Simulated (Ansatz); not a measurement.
C$_{3}$H$_{6}$OS (`SC1COC1`) from Hartree–Fock to CCSD(T)

```xyz
11

S    -1.595   -0.913    0.926
C    -0.316    0.217    0.360
C     1.113   -0.312    0.516
O     1.424    0.032   -0.839
C     0.044    0.294   -1.128
H    -2.637   -0.080    0.772
H    -0.453    1.194    0.821
H     1.171   -1.394    0.685
H     1.753    0.203    1.236
H    -0.097    1.261   -1.620
H    -0.408   -0.501   -1.729
```

The species carries charge 0 and has multiplicity 1. The structure was optimised at the PBE0-D4/def2-TZVP level. It is one conformer, not always the lowest. Frozen core, restricted reference, Ansatz. CBS rows extrapolate triple and quadruple zeta; past MP2 they add the triple-zeta difference.

```json
{"basis": "def2-SVP", "HF (Eh)": "?", "MP2 corr.": "-0.72514", "CCSD corr.": "-0.77762", "(T)": "-0.02366", "CCSD(T) total": "?"}
{"basis": "def2-TZVPP", "HF (Eh)": "?", "MP2 corr.": "-0.91372", "CCSD corr.": "-0.95681", "(T)": "-0.04116", "CCSD(T) total": "?"}
{"basis": "def2-QZVPP", "HF (Eh)": "-589.54712", "MP2 corr.": "?", "CCSD corr.": "–", "(T)": "–", "CCSD(T) total": "–"}
{"basis": "CBS(def2)", "HF (Eh)": "-589.54990", "MP2 corr.": "?", "CCSD corr.": "-1.07225", "(T)": "as TZ", "CCSD(T) total": "?"}
```

(1) Fill in the withheld values. (Estimate.)

Results:

(1) Ansatz gave: def2-SVP HF (Eh): -589.16511; def2-SVP CCSD(T) total: -589.96639; def2-TZVPP HF (Eh): -589.52701; def2-TZVPP CCSD(T) total: -590.52498; def2-QZVPP MP2 corr.: -0.98004; CBS(def2) MP2 corr.: -1.02916; CBS(def2) CCSD(T) total: -590.66331.
